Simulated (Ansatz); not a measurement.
Pyrite PtSb2 was calculated with PBE (plane waves, PAW; Ansatz, a program for electronic structure).

Run with plane-wave cutoff 520 eV, 6×6×6 k mesh, Fermi–Dirac smearing 0.01 eV, scalar-relativistic PAW data made under PBE.

Energies at three volumes about the minimum:

```csv
V (Å³/atom),E − E_lowest (meV/atom)
22.976,3.23
23.445,0.00
23.914,2.93
```

Question: Fit a parabola by hand: where is the minimum, what lattice constant follows, and what is the bulk modulus?

Answer: Slopes: (0.00 − 3.23)/(23.445 − 22.976) = -6.887 and (2.93 − 0.00)/(23.914 − 23.445) = 6.247 meV/Å³. Curvature E″ = 2 × (6.247 − (-6.887))/(23.914 − 22.976) = 28.004 meV/Å⁶. From the middle of the first interval, the slope vanishes at V0 = 23.2105 − (-6.887)/28.004 = 23.456 Å³/atom. B = V0 E″ = 23.456 × 28.004 meV/Å³ × 0.1602 GPa per meV/Å³ = 105 GPa. With 12 atoms in the cube, a = (12 × 23.456)^(1/3) = 6.554 Å. The full Birch–Murnaghan fit to all volumes gives V0 = 23.447 Å³/atom and B0 = 105 GPa.

Shape and atoms are relaxed at each volume.

Measured, for comparison: lattice constant a 6.44 Å (temperature not stated, no zero-point or thermal correction; as tabulated in Saeed et al. (2013), arXiv:1402.4256).

Note: this level leaves the solid without a gap, although one is measured.
